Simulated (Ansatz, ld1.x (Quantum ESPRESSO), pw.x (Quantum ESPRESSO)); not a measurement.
**pw.x on fcc Rb: one setting changed**

Potential: PAW, ld1.x (Quantum ESPRESSO) 7.5, LDA (PW92); core [Ar] 3d10, reference 4s2 4p6 5s1 5p0; waves: 4s (bound): rcut 1.90, rcutus 2.40 bohr; 5s (bound): rcut 1.90, rcutus 2.40 bohr; 4p (bound): rcut 2.45, rcutus 2.95 bohr; 5p (bound, empty): rcut 2.45, rcutus 2.95 bohr; 4d channel at 0.3 Ry: rcut 2.60, rcutus 2.80 bohr; local part: all-electron potential smoothed inside 2.90 bohr (lloc = -2); core correction: a·sin(br)/r model core inside 1.45 bohr; augmentation: PSQ, inside the norm-conserving radii.

The reference run (k-mesh 9³, cutoffs 40/320 Ry, Fermi–Dirac 0.01 Ry, mixing_beta 0.4, conv_thr 1e-9, no spin) gives -0.01 GPa at 78.234 Å³/atom, where all-electron LAPW gives -0.01 GPa. This run, with its own iteration cap, changes k-mesh points per axis to 4.

```
&control
  calculation='scf', prefix='x', pseudo_dir='./', outdir='./tmp', tstress=.true., disk_io='none'
/
&system
  ibrav=0, nat=1, ntyp=1, ecutwfc=40, ecutrho=320, nbnd=12,
  occupations='smearing', smearing='fd', degauss=0.01
/
&electrons
  conv_thr=1e-09, mixing_beta=0.4, electron_maxstep=60
/
ATOMIC_SPECIES
Rb 1.0 Rb.UPF
CELL_PARAMETERS angstrom
  0.00000000 3.39459927 3.39459927
  3.39459927 0.00000000 3.39459927
  3.39459927 3.39459927 0.00000000
ATOMIC_POSITIONS crystal
Rb 0.0000 0.0000 0.0000
K_POINTS automatic
4 4 4 0 0 0
```

```bash
pw.x < Rb.scf.in > Rb.scf.out
```

Question: How does the run end?

Answer: It converges in 11 iterations; the free energy moves by +34.8 meV/atom and the pressure by +0.06 GPa.

```
Message from routine setup:
     using ibrav=0 with symmetry is DISCOURAGED, use correct ibrav instead
     lattice parameter (alat)  =       9.0720  a.u.
     unit-cell volume          =     527.9492 (a.u.)^3
     number of electrons       =         9.00
     number of Kohn-Sham states=           12
     kinetic-energy cutoff     =      40.0000  Ry
     charge density cutoff     =     320.0000  Ry
     scf convergence threshold =      1.0E-09
     Exchange-correlation= SLA  PW   NOGX NOGC
     number of k points=     8  Fermi-Dirac smearing, width (Ry)=  0.0100
     iteration #  1     ecut=    40.00 Ry     beta= 0.40
     total energy              =    -232.69947550 Ry
     estimated scf accuracy    <       0.00173762 Ry
     iteration #  2     ecut=    40.00 Ry     beta= 0.40
     total energy              =    -232.69938237 Ry
     estimated scf accuracy    <       0.00038664 Ry
     iteration #  3     ecut=    40.00 Ry     beta= 0.40
     total energy              =    -232.69947485 Ry
     estimated scf accuracy    <       0.00003438 Ry
     [... 5 iterations left out ...]
     iteration #  9     ecut=    40.00 Ry     beta= 0.40
     total energy              =    -232.69947770 Ry
     estimated scf accuracy    <       0.00000001 Ry
     iteration # 10     ecut=    40.00 Ry     beta= 0.40
     total energy              =    -232.69947770 Ry
     estimated scf accuracy    <          1.3E-09 Ry
     iteration # 11     ecut=    40.00 Ry     beta= 0.40
     the Fermi energy is     2.4205 ev
!    total energy              =    -232.69947770 Ry
     estimated scf accuracy    <          3.2E-10 Ry
     smearing contrib. (-TS)   =      -0.00543052 Ry
     The total energy is F=E-TS. E is the sum of the following terms:
     one-electron contribution =     -22.93676460 Ry
     hartree contribution      =      13.76023006 Ry
     xc contribution           =      -8.05434843 Ry
     ewald contribution        =     -28.94635727 Ry
     one-center paw contrib.   =    -186.51680695 Ry
     convergence has been achieved in  11 iterations
          total   stress  (Ry/bohr**3)                   (kbar)     P=        0.52
     Message from routine punch:
     Nothing written, as per user request (disk_io='none')
```

The run took about 8.5 s on one core of a shared host (Neoverse-V1, 32 threads, 247 GiB, load 12).
